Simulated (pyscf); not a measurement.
A first-order saddle from PySCF, ωB97X-D3(BJ)/def2-SVP:

```xyz
15

N      0.6208     2.0983     0.7764
Zr    -0.7570     0.4180     1.2527
N     -0.5309    -1.1971     0.0225
N     -2.6519     0.9536     1.7973
N      0.0801    -0.1653     3.0364
H      0.5768     3.0141     1.2213
H      1.5419     1.9775     0.3574
H     -0.1046    -2.0920     0.2526
H     -0.9376    -1.2591    -0.9091
H     -2.9925     1.0351     2.7534
H     -3.4319     1.1059     1.1611
H     -0.3249    -0.8182     3.7071
H      0.9762     0.1434     3.4109
H     -0.2947     1.9733    -0.1412
H     -1.1555     1.4990    -0.5903
```

Surface: singlet, charge 0. Lowest wavenumbers (cm⁻¹): 1282i, 41, 84, 98, 142.

Which two sides does it connect, and which bonds change?

H₂N–Zr(NH₂)(NH₂)–NH₂ (SMILES [NH2][Zr]([NH2])([NH2])[NH2]) + H₂ (SMILES [H][H]) ⇌ NH₃ (SMILES N) + H₂N–ZrH(NH₂)–NH₂ (SMILES [NH2][ZrH]([NH2])[NH2]), a four-centre exchange read from left to right: N–Zr, H–H broken and H–N, H–Zr formed. At ωB97M-D3(BJ)/def2-TZVP it lies +99.6 kJ/mol from the left side and +25.7 kJ/mol from the right (each side as separated species at their lowest minima found). On the product side the descent ends in an adduct with a N–Zr contact (not fully relaxed), 77.2 kJ/mol under the separated species and 91.2 kJ/mol under the saddle at ωB97X-D3(BJ)/def2-TZVP. What is counted as broken (N–Zr) persists as a longer contact in the product adduct; parting that adduct is a step of its own. At the saddle there is also a short H–Zr contact that neither side keeps. One saddle was located; it need not be the lowest between these sides. Elements past Kr carry the def2 core potentials, without spin-orbit coupling.
